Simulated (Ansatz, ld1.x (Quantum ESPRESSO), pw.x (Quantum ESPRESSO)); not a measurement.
**Equation-of-state test of one RRKJ potential (P)**

```json
{
 "Element": "P (Z = 15)",
 "Generator": "ld1.x (Quantum ESPRESSO) 7.5",
 "Type": "norm-conserving RRKJ (Kleinman–Bylander form)",
 "Functional": "LDA (PW92)",
 "Relativity": "scalar-relativistic",
 "Frozen core": "[Ne]",
 "Valence charge": "5",
 "Reference configuration": "3s2 3p3",
 "Partial waves": "3s (bound): rc 1.30 bohr; 3p (bound): rc 1.60 bohr; 3d channel at -0.15 Ry: rc 1.40 bohr",
 "Local potential": "the d channel",
 "Core correction": "none",
 "rho0": "0.001"
}
```

Atomic tests: cutoffs needed: 25 Ry and 80 Ry (the cutoffs (Ry, on a coarse ladder) from which the occupation-weighted sum of valence levels, in a spherical-Bessel basis at the reference potential, stays within 10 and 1 mRy of its value at 400 Ry); ghost test: no extra level below or beside the all-electron valence levels (s, p, d, f tested) (spherical-Bessel basis up to 400 Ry, 20 bohr box); largest excitation error: +644 meV (all-electron minus pseudo) for 3s1 3p0, out of 7 test configurations.

Crystal test: sc P in pw.x 7.5, no spin, 14³ k-points, Fermi–Dirac smearing 0.01 Ry, cutoffs 100/400 Ry. The reference is all-electron LAPW (Ansatz 0.2.0) with the same functional, mesh and smearing; V0 and B0 come from Birch–Murnaghan fits to the pressures at five volumes. Errors are pseudo minus all-electron; Δ is the rms difference of the E(V) curves that follow from these fits, minima aligned, over ±6 % about the mean V0. Mesh and smearing are coarse, so the numbers serve the comparison and aren't converged zero-temperature values; the lattice is a test structure that the element need not adopt.

All-electron: a0 = 2.415 Å (V0 = 14.09 Å³/atom), B0 = 120.8 GPa.

Task: How far does the potential miss the all-electron equation of state?

Result: mean pressure error (GPa): -1.12; a0 (Å): 2.408; a0 error (%): -0.29; B0 error (%): +0.9; Δ (meV/atom): 3.4.

```csv
V (Å³/atom),P all-electron (GPa),P pseudo (GPa)
13.333,7.83,6.42
13.684,3.84,2.62
14.035,0.49,-0.57
14.386,-2.33,-3.29
14.737,-4.77,-5.70
```

Task: At the middle volume, how do free energy and pressure move when the wave cutoff is lowered (ecutrho kept at four times it)?

Result:

```tsv
cutoff (Ry)	shift of F (meV/atom)	shift of P (GPa)
45	+71.6	-0.56
60	+43.7	-1.02
80	+9.1	-0.63
```

Input at the middle volume:

```
&control
  calculation='scf', prefix='x', pseudo_dir='./', outdir='./tmp', tstress=.true., disk_io='none'
/
&system
  ibrav=0, nat=1, ntyp=1, ecutwfc=100, ecutrho=400, nbnd=9,
  occupations='smearing', smearing='fd', degauss=0.01
/
&electrons
  conv_thr=1e-09, mixing_beta=0.4, electron_maxstep=70
/
ATOMIC_SPECIES
P 1.0 P.UPF
CELL_PARAMETERS angstrom
  2.41214904 0.00000000 0.00000000
  0.00000000 2.41214904 0.00000000
  0.00000000 0.00000000 2.41214904
ATOMIC_POSITIONS crystal
P 0.0000 0.0000 0.0000
K_POINTS automatic
14 14 14 0 0 0
```

```bash
pw.x < P.scf.in > P.scf.out
```

Lines of the output:

```
Message from routine setup:
     using ibrav=0 with symmetry is DISCOURAGED, use correct ibrav instead
     lattice parameter (alat)  =       4.5583  a.u.
     unit-cell volume          =      94.7129 (a.u.)^3
     number of electrons       =         5.00
     number of Kohn-Sham states=            9
     kinetic-energy cutoff     =     100.0000  Ry
     charge density cutoff     =     400.0000  Ry
     scf convergence threshold =      1.0E-09
     Exchange-correlation= PW
     number of k points=   120  Fermi-Dirac smearing, width (Ry)=  0.0100
     iteration #  1     ecut=   100.00 Ry     beta= 0.40
     total energy              =     -13.26103435 Ry
     estimated scf accuracy    <       0.00613284 Ry
     iteration #  2     ecut=   100.00 Ry     beta= 0.40
     total energy              =     -13.26077144 Ry
     estimated scf accuracy    <       0.00208890 Ry
     iteration #  3     ecut=   100.00 Ry     beta= 0.40
     total energy              =     -13.26078981 Ry
     estimated scf accuracy    <       0.00000507 Ry
     iteration #  4     ecut=   100.00 Ry     beta= 0.40
     total energy              =     -13.26079072 Ry
     estimated scf accuracy    <       0.00000001 Ry
     iteration #  5     ecut=   100.00 Ry     beta= 0.40
     total energy              =     -13.26079074 Ry
     estimated scf accuracy    <          1.6E-09 Ry
     iteration #  6     ecut=   100.00 Ry     beta= 0.40
     the Fermi energy is    11.3515 ev
!    total energy              =     -13.26079074 Ry
     estimated scf accuracy    <          1.7E-10 Ry
     smearing contrib. (-TS)   =      -0.00151277 Ry
     The total energy is F=E-TS. E is the sum of the following terms:
     one-electron contribution =       5.33912794 Ry
     hartree contribution      =       0.40255593 Ry
     xc contribution           =      -3.43980515 Ry
     ewald contribution        =     -15.56115669 Ry
     convergence has been achieved in   6 iterations
          total   stress  (Ry/bohr**3)                   (kbar)     P=       -5.71
     Message from routine punch:
     Nothing written, as per user request (disk_io='none')
```

The run at the middle volume (120 k-points, 6 iterations) took about 12 s on one core of a shared host (Neoverse-V2, 96 threads, 742 GiB, load 36).
